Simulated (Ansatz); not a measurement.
# H2Cl radical (built from SMILES Cl.[H]): a short trajectory

The task is to watch the atoms for 60 steps of 1.0 fs, started with velocities for 200 K and run at constant energy, and see to which side of the barrier the system falls.

Computed with Ansatz 0.2.0, Gaussian basis. Level: PBE0-D4/def2-SVP, unrestricted.

## 1. The starting structure

The start, a first-order saddle point found at PBE0-D4 in triple zeta: 3 atoms, charge 0, spin multiplicity 2.

Atoms are counted from 1 here; the program's logs count them from 0.

Bond lengths: Cl2–H3 1.385 Å.

Geometry (Å):

```xyz
3
charge 0, multiplicity 2
H    -0.9498    0.5423    0.4535
Cl    1.0305   -0.5882   -0.4920
H    -0.0806    0.0458    0.0384
```

## 2. The run

Contents of md/in.yaml:

```yaml
crystal:
  periodic: [false, false, false]
  atoms:
    - {symbol: H, position_ang: [-0.949825, 0.542320, 0.453521]}
    - {symbol: Cl, position_ang: [1.030462, -0.588168, -0.491952]}
    - {symbol: H, position_ang: [-0.080637, 0.045848, 0.038431]}
basis:
  gaussian: {orbitals: def2-SVP}
magnetization: {spin_polarized: true, initial_magnetization: 1}
hamiltonian: {xc: pbe0, dispersion: d4}
md: {n_steps: 60, timestep: 1.0, temperature: 200, ensemble: nve, seed: 56, initial_velocities: maxwell_boltzmann}
```

Started as:

```bash
> ansatz run in.yaml --threads 2 --pin off --events-out ev --progress --plain --max-ram 4352MiB
```

**Question.** What will these runs give? Wanted: temperature at the start; mean temperature, second half; lowest and highest potential energy, from the first frame; largest change of potential + kinetic.

As calculated:

| quantity | value |
| --- | --- |
| length | 60 steps, 60.0 fs |
| temperature at the start | 200 K |
| mean temperature, second half | 729 K |
| lowest and highest potential energy, from the first frame | -86 and 19 meV |
| largest change of potential + kinetic | 1.4 meV |

With no thermostat the total energy should stay fixed; it holds within 1.4 meV, small beside the kinetic energy, so the time step serves. The instant temperature ranges from 59 to 858 K, as energy passes between motion and strain.
